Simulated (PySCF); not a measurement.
Fill in the blanks.

Species: fluorophosphane, FH2P.
SMILES with atom numbers: `[F:1][PH2:2]` (hydrogens: H3, H4 on P2)

| property | level | value |
| --- | --- | --- |
| point group | PBE0-D3(BJ)/def2-TZVP | Cs |
| rotational constants A, B, C | PBE0-D3(BJ)/def2-TZVP | ? |
| dipole moment | PBE0/pcSseg-2 | ? |
| HOMO energy | PBE0/pcSseg-2 | -7.86 eV |
| LUMO energy | PBE0/pcSseg-2 | ? |
| 1H chemical shifts (computed TMS as zero) by class | GIAO PBE0/pcSseg-2 | ? |
| isotropic shieldings of nuclei other than C and H, by class | GIAO PBE0/pcSseg-2 | ? |

Electronic properties: PySCF, gas phase, density fitting. Geometry: PBE0-D3(BJ)/def2-TZVP; no solvent, vibrations or thermal averaging.

The LUMO energy?

-0.79 eV.

Give the dipole moment.

1.49 D.

Give the rotational constants A, B, C.

130.485, 15.103, 14.952 GHz.

Give the isotropic shieldings of nuclei other than C and H, by class.

504 (F1), 207 (P2) ppm.

What are the 1H chemical shifts (computed TMS as zero) by class?

7.63 (H3/H4) ppm.

With B = h/(8π²I), that is 505.379 GHz u Å² over I, the principal moments of inertia are 3.87, 33.5 and 33.8 u Å² (most abundant isotopes); the inertial defect Ic − Ia − Ib is -3.6 u Å² (zero for a rigid planar frame, negative otherwise). A dipole of 1.49 D is allowed in Cs, and pure rotational transitions are dipole-allowed. In atomic units the dipole is 0.59 e·bohr (1 au = 2.5417 D). The rotational constants make it an asymmetric top with κ = (2B − A − C)/(A − C) = -1.00, nearer the prolate limit (−1).

For the NMR shielding job (PBE0/pcSseg-2), hardware: one thread, Intel Xeon Platinum 8488C (x86_64), shared host. Cost: 4.3 s (grids of density and orbitals included), 0.37 GiB resident at most.
